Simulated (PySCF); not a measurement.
C₅H₆F (doublet state).
Cartesian coordinates in Å at the GFN2-xTB level; atoms count from 1:
```xyz
12
C5H6F angstrom
C      1.5229   -0.0468   -0.2997
C      0.2169    0.2709    0.4016
F      0.4957    1.0070    1.5441
C     -0.9115    0.8486   -0.4413
C     -1.6902   -0.2714   -0.1915
C     -0.7542   -0.8786    0.6321
H      2.1654   -0.6188    0.3661
H      2.0285    0.8781   -0.5679
H      1.3264   -0.6254   -1.1974
H     -1.0277    1.7707   -0.9701
H     -2.6662   -0.5694   -0.5290
H     -0.7049   -1.7657    1.2270
```

As a line formula: `F[C@]1(C=C[CH]1)C` [radical].

Method: UKS B3LYP, pcH-1 on C F H, non-relativistic, mean-field spin-orbit, GIAO (PySCF). Geometry: GFN2-xTB; no solvent, vibrations or thermal averaging. The geometry wasn't refined by DFT: couplings that depend on bond lengths, twists or pyramidal angles can differ widely from those at the functional's own minimum. Stability of the SCF solution: not tested. ⟨S²⟩ is 0.777 where a pure state has 0.75.

The Mulliken spin populations are largest on C6 (+0.69), C4 (+0.69), C5 (-0.26) and C2 (-0.08). The angles at C6 add up to 360.0°, so it is planar; its axial dipolar tensor and the negative coupling of its proton fit spin in a p orbital normal to that plane.

(1) Test a(H) = Q·ρ(C) for the protons on planar carbons with a spin population beyond ±0.08.

Answers

(1) 
```json
{"H": "H10", "C": "C4", "ρ(C)": "+0.686", "a(H) (G)": "-16.53", "a/ρ (G)": "-24.1"}
{"H": "H11", "C": "C5", "ρ(C)": "-0.262", "a(H) (G)": "+3.64", "a/ρ (G)": "-13.9"}
{"H": "H12", "C": "C6", "ρ(C)": "+0.687", "a(H) (G)": "-16.53", "a/ρ (G)": "-24.1"}
```

A least-squares line through the origin gives Q = -23.4 G with Mulliken populations. Where ρ is negative the coupling is positive.

Couplings in gauss use g_iso = 2.0027.
